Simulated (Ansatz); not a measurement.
# N₂H+: geometry and frequencies at several levels, part 2 of 2

The task, for N₂H+: geometry and frequencies at several levels. Charge +1.

Ansatz 0.2.0, Gaussian bases.

## Step 9: Relaxation, B3LYP-D4/def2-TZVPP

Contents of input.yaml:

```yaml
crystal:
  periodic: [false, false, false]
  atoms:
    - { symbol: "N", position_ang: [0.0, 0.0, -1.06806492] }
    - { symbol: "N", position_ang: [0.0, 0.0, 0.01622409] }
    - { symbol: H, position_ang: [0.0, 0.0, 1.05184083] }
total_charge: 1
basis:
  gaussian: { orbitals: def2-TZVPP }
hamiltonian:
  xc: { name: B3LYP }
  dispersion: d4
relax:
  f_tol: 0.002
  max_steps: 150
```

On the command line:

```console
$ ansatz run input.yaml --threads 2 --pin off --max-ram 5120MiB --backend cpu --events-out ev --progress --plain --runs-dir out
```

The log of the run, cut to the lines that bear on the results:

```text
Warning: RAYON_NUM_THREADS=2 ignored (pool sized by the plan → 2); use --threads N
[...]
Functional definition: B3LYP
[...]
369 factors; their error is unknown
[...]
mean field -2986.96822344 eV, -109.7690575716 hartree, gradient 3.7e-5 eV, S^2 0.000000; 0 other end points of the search recorded, 0 dependent functions left out
[...]
reference -2986.96834858 eV, -109.7690621703 hartree; 7, 7 occupied and 69, 69 virtual orbitals, 369 factors
relax step   1: F+E_penalty+E_count = -2986.98577510 eV  Δ(F+E_penalty+E_count) = +0.000e0 eV  max|allowed force component| = 2.700e-1 eV/Å  Δτ_max = 0.0000 Å  (27 SCF iters, accepted)
[...]
relax step   3: F+E_penalty+E_count = -2986.98603611 eV  Δ(F+E_penalty+E_count) = -1.126e-5 eV  max|allowed force component| = 3.411e-3 eV/Å  Δτ_max = 0.0002 Å  (32 SCF iters, accepted)
[...]
relax step   4: F+E_penalty+E_count = -2986.98603618 eV  Δ(F+E_penalty+E_count) = -7.187e-8 eV  max|allowed force component| = 3.331e-5 eV/Å  Δτ_max = 0.0000 Å  (30 SCF iters, accepted)
369 factors; their error is unknown
mean field -2986.96848564 eV, -109.7690672073 hartree, gradient 2.4e-5 eV, S^2 0.000000; 1 other end points of the search recorded, 0 dependent functions left out
[...]
reference -2986.96861090 eV, -109.7690718106 hartree; 7, 7 occupied and 69, 69 virtual orbitals, 369 factors
Total energy: -2986.98616145 eV, -109.7697167812 hartree
Atom 0 at     0.000000     0.000000    -1.069644 Å, force     0.000000    -0.000000    -0.000033 eV/Å
Atom 1 at    -0.000000    -0.000000     0.016338 Å, force    -0.000000     0.000000     0.000010 eV/Å
Atom 2 at     0.000000    -0.000000     1.053306 Å, force     0.000000    -0.000000     0.000024 eV/Å
Dipole moment:    -0.000000     0.000000     0.649936 e Å
```

Run time: 1.2 s. Hardware: 2 threads of Intel Xeon 6975P-C (Granite Rapids), shared host; peak memory 0.12 GiB.

Relaxation path:

```
step  energy from step 1 (eV)  largest force component (eV/Å)
   1                   0.0000                          0.2700
   2                  -0.0003                          0.0655
   3                  -0.0003                          0.0034
   4                  -0.0003                          0.0000
```

Step 1 is the start.

Before: Bond lengths: N1–N2 1.084 Å, N2–H3 1.036 Å. Angles: N1–N2–H3 180.0°.

After: Bond lengths: N1–N2 1.086 Å, N2–H3 1.037 Å. Angles: N1–N2–H3 180.0°.

## Step 10: Frequencies, B3LYP-D4/def2-TZVPP

Contents of input.yaml:

```yaml
crystal:
  periodic: [false, false, false]
  atoms:
    - { symbol: "N", position_ang: [0.0, 0.0, -1.06964418] }
    - { symbol: "N", position_ang: [0.0, 0.0, 0.01633849] }
    - { symbol: H, position_ang: [0.0, 0.0, 1.0533057] }
total_charge: 1
basis:
  gaussian: { orbitals: def2-TZVPP }
hamiltonian:
  xc: { name: B3LYP }
  dispersion: d4
phonons: {}
```

On the command line:

```console
$ ansatz run input.yaml --threads 2 --pin off --max-ram 5120MiB --backend cpu --events-out ev --progress --plain --runs-dir out
```

The log of the run, cut to the lines that bear on the results:

```text
Warning: RAYON_NUM_THREADS=2 ignored (pool sized by the plan → 2); use --threads N
[...]
[... 1 set-up line as earlier in the session ...]
[...]
369 factors; their error is unknown
[...]
mean field -2986.96848564 eV, -109.7690672073 hartree, gradient 3.8e-5 eV, S^2 0.000000; 0 other end points of the search recorded, 0 dependent functions left out
[...]
reference -2986.96861090 eV, -109.7690718106 hartree; 7, 7 occupied and 69, 69 virtual orbitals, 369 factors
[...]
369 factors; their error is unknown
[...]
mean field -2986.96848154 eV, -109.7690670565 hartree, gradient 2.8e-6 eV, S^2 0.000000; 0 other end points of the search recorded, 0 dependent functions left out
[...]
reference -2986.96860680 eV, -109.7690716599 hartree; 7, 7 occupied and 69, 69 virtual orbitals, 369 factors
[...]
369 factors; their error is unknown
[...]
369 factors; their error is unknown
mean field -2986.96836974 eV, -109.7690629482 hartree, gradient 2.8e-6 eV, S^2 0.000000; 0 other end points of the search recorded, 0 dependent functions left out
[...]
reference -2986.96849509 eV, -109.7690675544 hartree; 7, 7 occupied and 69, 69 virtual orbitals, 369 factors
[...]
369 factors; their error is unknown
mean field -2986.96836637 eV, -109.7690628244 hartree, gradient 2.8e-6 eV, S^2 0.000000; 0 other end points of the search recorded, 0 dependent functions left out
[...]
reference -2986.96849156 eV, -109.7690674248 hartree; 7, 7 occupied and 69, 69 virtual orbitals, 369 factors
Total energy: -2986.98616145 eV, -109.7697167812 hartree
Atom 0 at     0.000000     0.000000    -1.069644 Å, force     0.000000     0.000000    -0.000034 eV/Å
Atom 1 at     0.000000     0.000000     0.016338 Å, force    -0.000000    -0.000000     0.000011 eV/Å
Atom 2 at     0.000000     0.000000     1.053306 Å, force     0.000000     0.000000     0.000023 eV/Å
Dipole moment:    -0.000000    -0.000000     0.649935 e Å
Vibrations: 721.64 721.64 2386.51 3380.93 cm⁻¹, zero-point energy 0.447008 eV
```

Wall time 2.8 s (2 threads of Intel Xeon 6975P-C (Granite Rapids), shared host); peak memory 0.11 GiB.

Harmonic frequencies (cm⁻¹; negative: imaginary): 722, 722, 2387, 3381.

## Step 11: Relaxation, B2PLYP/def2-TZVPP

Contents of input.yaml:

```yaml
crystal:
  periodic: [false, false, false]
  atoms:
    - { symbol: "N", position_ang: [0.0, 0.0, -1.06806492] }
    - { symbol: "N", position_ang: [0.0, 0.0, 0.01622409] }
    - { symbol: H, position_ang: [0.0, 0.0, 1.05184083] }
total_charge: 1
basis:
  gaussian: { orbitals: def2-TZVPP }
hamiltonian:
  xc: { name: B2PLYP }
relax:
  f_tol: 0.002
  max_steps: 150
```

On the command line:

```console
$ ansatz run input.yaml --threads 2 --pin off --max-ram 5120MiB --backend cpu --events-out ev --progress --plain --runs-dir out
```

The log of the run, cut to the lines that bear on the results:

```text
Warning: RAYON_NUM_THREADS=2 ignored (pool sized by the plan → 2); use --threads N
[...]
Functional definition: B2PLYP
[...]
520 factors; integrals over basis functions are off by at most 3.8e-4 eV
[...]
mean field -2981.63662166 eV, -109.5731248202 hartree, gradient 1.1e-6 eV, S^2 0.000000; 0 other end points of the search recorded, 0 dependent functions left out
2 core orbitals not correlated: weight in the atoms' cores, before any rotation towards them, 1.000 or more for the frozen orbitals, at most 0.000 for the correlated occupied ones
reference -2981.63670067 eV, -109.5731277239 hartree; 5, 5 occupied and 69, 69 virtual orbitals, 520 factors
second order -12.57286389 eV of doubles, -0.00000000 eV of singles
[...]
relax step   1: F+E_penalty+E_count = -2985.03129491 eV  Δ(F+E_penalty+E_count) = +0.000e0 eV  max|allowed force component| = 1.476e0 eV/Å  Δτ_max = 0.0000 Å  (40 SCF iters, accepted)
[...]
520 factors; integrals over basis functions are off by at most 3.8e-4 eV
mean field -2981.61068657 eV, -109.5721717230 hartree, gradient 1.8e-6 eV, S^2 0.000000; 1 other end points of the search recorded, 0 dependent functions left out
2 core orbitals not correlated: weight in the atoms' cores, before any rotation towards them, 1.000 or more for the frozen orbitals, at most 0.000 for the correlated occupied ones
reference -2981.61076590 eV, -109.5721746386 hartree; 5, 5 occupied and 69, 69 virtual orbitals, 520 factors
second order -12.69411953 eV of doubles, -0.00000000 eV of singles
[...]
Total energy: -2985.03817818 eV, -109.6981297164 hartree
Atom 0 at    -0.000000     0.000000    -1.074248 Å, force    -0.000000    -0.000000    -0.000066 eV/Å
Atom 1 at    -0.000000    -0.000000     0.019574 Å, force    -0.000000     0.000000    -0.000328 eV/Å
Atom 2 at     0.000000    -0.000000     1.054674 Å, force    -0.000000    -0.000000     0.000393 eV/Å
Dipole moment:     0.000000    -0.000000     0.657709 e Å
```

Wall time 2.9 s (2 threads of Intel Xeon 6975P-C (Granite Rapids), shared host); peak memory 0.14 GiB.

Step by step:

| step | E - E(step 1) (eV) | largest force component (eV/Å) |
| --- | --- | --- |
| 1 | 0.0000 | 1.4761 |
| 2 | -0.0067 | 0.1659 |
| 3 | -0.0068 | 0.0052 |
| 4 | -0.0068 | 0.0004 |

Step 1 is the start.

Before: Bond lengths: N1–N2 1.084 Å, N2–H3 1.036 Å. Angles: N1–N2–H3 180.0°.

After: Bond lengths: N1–N2 1.094 Å, N2–H3 1.035 Å. Angles: N1–N2–H3 180.0°.

## Step 12: Frequencies, B2PLYP/def2-TZVPP

Contents of input.yaml:

```yaml
crystal:
  periodic: [false, false, false]
  atoms:
    - { symbol: "N", position_ang: [0.0, 0.0, -1.07424824] }
    - { symbol: "N", position_ang: [0.0, 0.0, 0.01957377] }
    - { symbol: H, position_ang: [0.0, 0.0, 1.05467447] }
total_charge: 1
basis:
  gaussian: { orbitals: def2-TZVPP }
hamiltonian:
  xc: { name: B2PLYP }
phonons: {}
```

On the command line:

```console
$ ansatz run input.yaml --threads 2 --pin off --max-ram 5120MiB --backend cpu --events-out ev --progress --plain --runs-dir out
```

The log of the run, cut to the lines that bear on the results:

```text
Warning: RAYON_NUM_THREADS=2 ignored (pool sized by the plan → 2); use --threads N
[...]
[... 1 set-up line as earlier in the session ...]
[...]
520 factors; integrals over basis functions are off by at most 3.8e-4 eV
[...]
mean field -2981.61068653 eV, -109.5721717218 hartree, gradient 1.2e-6 eV, S^2 0.000000; 0 other end points of the search recorded, 0 dependent functions left out
2 core orbitals not correlated: weight in the atoms' cores, before any rotation towards them, 1.000 or more for the frozen orbitals, at most 0.000 for the correlated occupied ones
reference -2981.61076587 eV, -109.5721746374 hartree; 5, 5 occupied and 69, 69 virtual orbitals, 520 factors
second order -12.69411964 eV of doubles, -0.00000000 eV of singles
[...]
520 factors; integrals over basis functions are off by at most 3.8e-4 eV
[...]
520 factors; integrals over basis functions are off by at most 3.8e-4 eV
mean field -2981.61105960 eV, -109.5721854317 hartree, gradient 8.9e-7 eV, S^2 0.000000; 0 other end points of the search recorded, 0 dependent functions left out
2 core orbitals not correlated: weight in the atoms' cores, before any rotation towards them, 1.000 or more for the frozen orbitals, at most 0.000 for the correlated occupied ones
reference -2981.61113889 eV, -109.5721883455 hartree; 5, 5 occupied and 69, 69 virtual orbitals, 520 factors
second order -12.69229077 eV of doubles, -0.00000000 eV of singles
[...]
Total energy: -2985.03817817 eV, -109.6981297163 hartree
Atom 0 at     0.000000     0.000000    -1.074248 Å, force     0.000000    -0.000000    -0.000064 eV/Å
Atom 1 at     0.000000     0.000000     0.019574 Å, force    -0.000000     0.000000    -0.000329 eV/Å
Atom 2 at     0.000000     0.000000     1.054674 Å, force    -0.000000    -0.000000     0.000393 eV/Å
Dipole moment:     0.000000    -0.000000     0.657709 e Å
Vibrations: 712.56 712.56 2290.38 3390.79 cm⁻¹, zero-point energy 0.440533 eV
```

Wall time 10 s (2 threads of Intel Xeon 6975P-C (Granite Rapids), shared host); peak memory 0.14 GiB.

Harmonic frequencies (cm⁻¹; negative: imaginary): 713, 713, 2290, 3391.

## Step 13: Geometries side by side

```csv
level,N1–N2 (Å),rotational constants (MHz),highest frequency (cm⁻¹),CPU time
PBE0-D4/def2-TZVPP,1.0843,47439,3418,1.9 s
PBE-D4/def2-TZVPP,1.0984,46294,3312,1.7 s
r2SCAN-D4/def2-TZVPP,1.0886,47104,3385,2.8 s
B3LYP-D4/def2-TZVPP,1.0860,47295,3381,2.2 s
B2PLYP/def2-TZVPP,1.0938,46744,3391,5.3 s
```

Constants are for the commonest isotopes at the equilibrium geometry; times are CPU times of the relaxations.

## Step 14: Outcome

What follows sums up all 2 parts.

| quantity | value |
| --- | --- |
| N1–N2 at B2PLYP/def2-TZVPP | 1.094 Å |
| frequencies at B2PLYP/def2-TZVPP | 713 to 3391 cm⁻¹ |

In words: The N–N distance spreads over 0.014 Å, from PBE0-D4/def2-TZVPP (shortest) to PBE-D4/def2-TZVPP. No mode is imaginary, so the geometry is a minimum.
